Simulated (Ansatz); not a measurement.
A made-up structure of CH5Al2 (charge -1), singlet:

```xyz
8
angstrom
C -0.3711 0.6757 0.5805
Al -0.9545 1.1471 -1.1103
Al 1.0752 -1.4273 0.6623
H -1.8217 2.3381 -1.4846
H -0.5836 0.3230 -2.3325
H -0.6066 1.2214 1.4582
H 1.4716 -2.3176 -0.6402
H 1.7771 -2.1486 1.9495
```

It is relaxed with PBE-D4/def2-SVPD and then PBE0-D4/def2-TZVPD (Ansatz 0.2.0). Atoms count as bonded within 1.22 times the sum of their covalent radii (H–H: 0.88 Å). The end point is not checked to be a true minimum.

Task: Does its bonding change? (Judge from chemistry; the calculation decides.)

Result: By the calculation: Yes. Formed: C1–Al3; broken: none.

Where it ends: The first stage lowers the energy by 2.07 eV in 7 steps. It ends as CH₅Al₂ ([AlH2][CH][AlH2]), total charge -1:
```xyz
8
angstrom
C -0.1616 0.3576 0.5241
Al -0.8401 0.9835 -1.0880
Al 0.8938 -1.1675 0.6297
H -1.7694 2.3105 -1.2622
H -0.5751 0.2642 -2.5128
H -0.3901 0.9065 1.4420
H 1.3034 -2.0658 -0.6521
H 1.5255 -1.7774 2.0022
```

Labels in which every atom is bracketed show which atoms are joined, not bond orders.

For scale, one of the runs: PBE0-D4/def2-TZVPD relaxation, 168 basis functions, launched by `ansatz run in.yaml --threads 2 --pin off --events-out ev --progress --plain --max-ram 4352MiB`. Hardware: 2 CPU threads of an Intel Xeon Platinum 8223CL, shared host. Wall time about 15 s.
